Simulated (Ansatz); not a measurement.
A calculation with Ansatz (development build ahead of 0.2.0).

```yaml
crystal:
  periodic: [false, false, false]
  atoms:
    - { symbol: B, position_ang: [0.0, 0.0, 0.0] }
    - { symbol: O, position_ang: [0.0, 0.0, 1.47] }
basis:
  gaussian: { orbitals: def2-SVP }
magnetization:
  initial_magnetization: 1
hamiltonian:
  xc: hf
correlation:
  method: mp2
  frozen_orbitals: { B: 1, O: 1 }
output:
  forces: true
```

The input is written out in the form of the current development build from the run's settings. Correlation on restricted open-shell orbitals is semicanonical, with singles.

Results

```yaml
Converged: yes
Reference_energy: -99.34432 hartree
Correlation_energy: -0.20047 hartree
Total_energy: -99.54479 hartree
Spin_squared_of_the_determinant: 0.750
Stability_test: minimum among restricted orbitals
```

Forces (eV/Å):
```csv
atom,Fx,Fy,Fz
B1,0.000,0.000,3.426
O2,0.000,0.000,-3.426
```

Caution: bonds are stretched, where a single reference can fail; forces differ strongly between restricted and unrestricted references.
